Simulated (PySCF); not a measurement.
# PH4O−, a complex of two parts: interaction energy

One table from this session's results is given with a row withheld; the runs are named, their logs left out.

Programs: PySCF 2.14.0. All values are calculated, for the isolated system unless a continuum is named. Atoms count from 0, parts from 1.

### The system as given

6 atoms, charge -1, multiplicity 1; geometry: GFN1-xTB. Parts: 1 = atoms 0–3, `P`, charge 0; 2 = atoms 4–5, `[OH-]`, charge -1.

The first run:

The job: settings as JSON, then the geometry in Å.

```
{"job": {"xc": "PBE0", "basis": "def2-SVPD", "d3": "d3bj", "grid": 2, "kind": "geom", "shake": 0.01}, "charge": -1, "multiplicity": 1, "parts": [{"atoms": "0-3", "charge": 0, "multiplicity": 1}, {"atoms": "4-5", "charge": -1, "multiplicity": 1}]}
P      0.392674    -0.074732     0.570515
H      0.890043    -0.772892    -0.536053
H     -1.098096    -0.506263     0.056036
H      0.208388     1.129453    -0.207035
O      2.337684     0.586734     0.734993
H      2.599477     0.880868     1.620523
```

Run with:

```sh
> OMP_NUM_THREADS=1 python cluster_run.py task.json out
```

One launch serves the whole session: the jobs run in the order shown.

Steps of the session up to this table: Relaxing the molecule at PBE0-D3(BJ)/def2-SVPD; Coupled-cluster interaction energy: CCSD(T) and MP2.

One table of the session follows, with a row left open; its other results are not shown here.

It belongs to the step «Coupled-cluster interaction energy: CCSD(T) and MP2». 

| method | interaction energy (kcal/mol) |
| --- | --- |
| HF/aug-cc-pVDZ | -13.25 |
| MP2/aug-cc-pVDZ | -15.22 |
| CCSD/aug-cc-pVDZ | ? |
| CCSD(T)/aug-cc-pVDZ | -14.85 |
| HF/aug-cc-pVTZ | -15.31 |
| MP2/aug-cc-pVTZ | -19.18 |
| SCS-MP2/aug-cc-pVTZ | -17.67 |
| MP2, extrapolated | -19.99 |
| CCSD(T), limit estimate | -19.61 |

**Question.** Estimate the row for CCSD/aug-cc-pVDZ.

**Answer.** interaction energy (kcal/mol): -14.20. In the column «interaction energy (kcal/mol)» it lies between CCSD(T)/aug-cc-pVDZ (-14.85) and HF/aug-cc-pVDZ (-13.25).

Caveats from the session: The interaction energy leaves out the deformation of the parts, 4.50 kcal/mol (MP2); added to the CCSD(T) estimate it gives a binding of about -15.11 kcal/mol.
